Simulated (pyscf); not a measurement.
Thermochemistry of product channels of HB=NH (SMILES B=N) + NH₃ (SMILES N) on the singlet surface, in kcal/mol, from ωB97M-D3(BJ)/def2-TZVP energies (ideal gas, 1 atm, RRHO with modes under 100 cm⁻¹ raised to 100, one conformer, R ln 2 for chiral ones without a mode under 150 cm⁻¹). Structures and frequencies: ωB97X-D3(BJ)/def2-SVP in PySCF.

| products | ΔE | ΔH(298 K) | ΔG(298 K) | ΔG(1200 K) |
|---|---|---|---|---|
| H₂N–BH–NH₂ (SMILES NBN) | -55.9 | -53.4 | -43.6 | -14.2 |
| HN=B–NH₂ (SMILES N=BN) + H₂ (SMILES [H][H]) | -7.5 | -11.4 | -11.1 | -13.2 |

These are energies of the channels, which say nothing of barriers.
